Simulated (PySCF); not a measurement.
# Dipole moment and polarisability of `[H]/N=C\C=C`

Compound: C3H5N.
Cartesian coordinates in Å at the GFN2-xTB level; atoms count from 1:
```
atom  x, y, z in Å
C1    -1.508   -0.044    0.163
C2    -0.263    0.400    0.041
C3     0.884   -0.484   -0.119
N4     2.095   -0.155   -0.240
H5    -2.346    0.623    0.281
H6    -1.733   -1.098    0.148
H7    -0.050    1.463    0.057
H8     0.670   -1.550   -0.135
H9     2.264    0.851   -0.221
```

Level: PBE0/def2-SVPD (PySCF), static field, nuclei fixed, core orbitals frozen in the response. The polarisability tensor in these axes (au):

```
x   70.21  3.45 -4.32
y    3.45 41.18  0.04
z   -4.32  0.04 30.49
```

Task: What are the eigenvalues, a third of the trace, and Δα (Δα² = ½Σ(αi − αj)² over the three pairs)?

Result: Principal values 30.01, 40.80 and 71.07 au; mean 47.29 au = 7.01 Å³ = 7.80 × 10⁻⁴⁰ C²·m²/J; Δα = 36.87 au (78 % of the mean).

Task: What is the dipole moment, and where does it point?

Result: (-2.34, 1.05, 0.30) D, 2.58 D in size, pointing from the negative to the positive side. Measured along this direction, the outermost atoms are N4 at the negative end and H5 at the positive end.

Task: Rayleigh depolarisation ratio (linearly polarised light, static tensor)?

Result: ρ = 3Δα²/(45ᾱ² + 4Δα²) = 4077.7/(100653 + 5437.0) = 0.0384.

Task: Refractivity n − 1 of an ideal gas of it at 400 K and 1 atm, from the electronic α?

Result: N = p/kT = 1.8347 × 10¹⁹ cm⁻³, so n − 1 = 2π × N × 7.01 × 10⁻²⁴ cm³ = 808 × 10⁻⁶ at long wavelengths, for an ideal gas.

Task: Give the eigenvalues of the traceless quadrupole moment Θ = ½Σq(3rr − r²1), origin at the centre of nuclear charge.

Result: -5.40, -2.00, 7.39 D·Å. The values depend on the origin, since the dipole doesn't vanish. The electronic extent ⟨r²⟩ about the same centre is 312 bohr², a root-mean-square distance of 1.71 Å for the 30 electrons.

Task: Find the Langevin capture rate constant for H3O+ (19.018 u) meeting this molecule (55.042 u), k = 2.342 × 10⁻⁹ cm³/s × √(α in Å³ / reduced mass in u).

Result: The reduced mass is 14.13 u, so k = 1.65 × 10⁻⁹ cm³/s. The formula leaves out the permanent dipole, which adds to the capture rate.

Task: Give the principal axes and the span of the nuclei along them.

Result: Largest value along (0.99, 0.11, -0.11), where the nuclei span 4.63 Å; middle along (-0.11, 0.99, 0.05), 3.08 Å; least along (0.11, -0.04, 0.99), 0.00 Å. The response follows the extents in order.

One conformer (not necessarily the lowest) at the GFN2-xTB geometry, without solvent, vibrations or thermal averaging.
